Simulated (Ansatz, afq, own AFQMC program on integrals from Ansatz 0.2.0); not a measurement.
## SiGeH2, triplet in cc-pVDZ, levels against CCSDT(Q)

```json
{"atom": "Si", "x (Å)": "0.0000", "y (Å)": "0.0746", "z (Å)": "1.5249"}
{"atom": "Ge", "x (Å)": "0.0000", "y (Å)": "-0.0064", "z (Å)": "-0.6402"}
{"atom": "H", "x (Å)": "0.0000", "y (Å)": "-0.3073", "z (Å)": "2.9682"}
{"atom": "H", "x (Å)": "0.0000", "y (Å)": "-1.3061", "z (Å)": "0.6773"}
```

Connectivity, by distances: SiH–Ge, 1 bridging H.

Basis cc-pVDZ. Only valence electrons are correlated. Ansatz 0.2.0 and our own AFQMC program on the same integrals; the CISD trial comes from CCSD amplitudes, and released means the phaseless constraint is let go. Error bars are statistical, one sigma. No spin–orbit coupling.

Determinant: UHF, the one that the program's search chose, which needn't be the lowest solution. The geometry is a PBE0/def2-TZVP stationary point of this or a neighbouring charge and spin state.

No full CI on the walks' own integrals is used here; CCSDT(Q) serves as the reference and is uncertain by about the last step of the cluster series.

Cautions: no relativity below Rb; no spin-orbit coupling; inner d shell frozen; another spin lies lower (by 2.23 eV); unrestricted determinant slightly spin contaminated (⟨S²⟩ 2.05 against 2.00); released walk and highest rung disagree (by 19 meV at 2.40 1/Eh).

The T1 diagnostic is 0.0239. The weight of the determinant in the CISD state is 0.860, the ⟨S²⟩ of the determinant is 2.054 and the size of the correlated space is 10 electrons in 36 orbitals.

Reference: CCSDT(Q), correlation energy -5.294 eV. The released energy is read at 2.40 1/Eh (meV from the phaseless value at times in 1/Eh: -6 ± 3 at 0.24, -8.9 ± 2.1 at 0.51, -13 ± 3 at 0.99, -16.0 ± 2.4 at 1.62, -12 ± 3 at 2.40).

```tsv
level	E − E(reference) (kJ/mol)	share of correlation (%)
HF	510.8	0.00
MP2	123.1	75.90
CCSD	24.4	95.22
CCSD(T)	6.5	98.72
CCSDT	1.4	99.73
ph-AFQMC/CISD	3.0 ± 0.3	99.42
released AFQMC	1.8 ± 0.3	99.64
```

A walk keeps the symmetry of its determinant, which the program's search chose and which needn't be the lowest solution, so a lower state of the same spin and another symmetry isn't excluded. Released energies are given only where the last usable release times agree within the noise; a slower fall can still hide under it.
